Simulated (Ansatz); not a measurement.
**Relaxing Ca3Zr**

Computed with DFT PBE, scalar-relativistic, plane waves, PAW in Ansatz. Cutoff 420 eV, Γ-centred k mesh, Gaussian smearing, no spin polarisation in the final step.

Ca3Zr was placed on the sites of a reported Cu3Pd cell (P4/mmm, No. 123), with Zr in place of Pd, Ca in place of Cu, at a guessed volume.

```
Ca Zr
1.0
     4.60181    0.00000    0.00000
     0.00000    4.60181    0.00000
     0.00000    0.00000    4.55451
Ca Zr
3 1
Direct
  0.00000 0.50000 0.50000
  0.50000 0.00000 0.50000
  0.50000 0.50000 0.00000
  0.00000 0.00000 0.00000
```

Cell and atoms relax at zero pressure; the relaxation can't lower the symmetry of the start. After a coarse first stage the cell is made exact in the group found at 0.06 Å.

Energies over the elements count from the elements' standard structures at the same level, with no empirical corrections.

(1) Which crystal results?

(2) What are its volume, energy, density and gap?

## Answers

(1) It ends in Pm-3m (No. 221). The result has the Cu3Au (L1_2) structure. Conventional cell: a = 5.162 Å. Around Ca lie 4 Zr at 3.65 Å and 8 Ca at 3.65 Å; Zr is coordinated by 12 Ca at 3.65 Å.

```xyz
4
Lattice="5.1622 0.0000 0.0000 0.0000 5.1622 0.0000 0.0000 0.0000 5.1622" Properties=species:S:1:pos:R:3 pbc="T T T"
Ca    0.0000    2.5811    2.5811
Ca    2.5811    0.0000    2.5811
Ca    2.5811    2.5811    0.0000
Zr    0.0000    0.0000    0.0000
```

(2) The volume per atom is 34.39 Å³ and the density is 2.55 g/cm³. The energy over the elements is 0.45 eV/atom and the gap on the 10×10×10 mesh is 0 eV (a metal).

The final run used a 10×10×10 mesh on its 4-atom cell and 0.10 eV smearing. For metals, differences of a few meV/atom aren't resolved. Symmetry constrained the relaxation, so the result can be a saddle point. The steps took of the order of 29 core-seconds in all.

Cost: 3 runs of about 0.48 core-minutes in all, on Intel Xeon 6975P-C (Granite Rapids) (shared hosts).